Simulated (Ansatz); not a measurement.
System: C$_{2}$H$_{3}$O$_{2}$, charge 0, doublet. C2H3O2 (SMILES CC([O])=O, doublet).
B3LYP-D3(BJ)/def2-TZVP minimum from Ansatz (a first-principles code):
```
C
H 1 1.0815
H 1 1.0861 2 113.02
H 1 1.0861 2 113.02 3 -129.40
C 1 1.6741 2 111.95 3 115.30
O 5 1.2023 1 114.77 2 -180.00
O 5 1.2386 6 141.41 1 -180.00
```
Charge 0, spin multiplicity 2.

Total energies in cc-pVDZ, 23 correlated electrons, 4 frozen orbitals. Radicals and triplets start from unrestricted determinants; spin-orbit coupling is neglected. Correlated methods leave the cores frozen. No relativity. The T1 diagnostic of C2H3O2 (CC([O])=O, doublet) reaches 0.048 in the sets run.

```csv
method,program,energy (Eh),minus CCSDT(Q) (mEh)
HF,Ansatz,-227.17161,664.09
MP2,Ansatz,-227.77122,64.48
CCSD,Ansatz,-227.80806,27.65
CCSD(T),Ansatz,-227.83025,5.45
CCSDT(Q),Ansatz,-227.83570,0.00
```

Rough core times of Ansatz's runs on a shared machine: CCSD(T) 40 s, CCSDT(Q) 20 min.
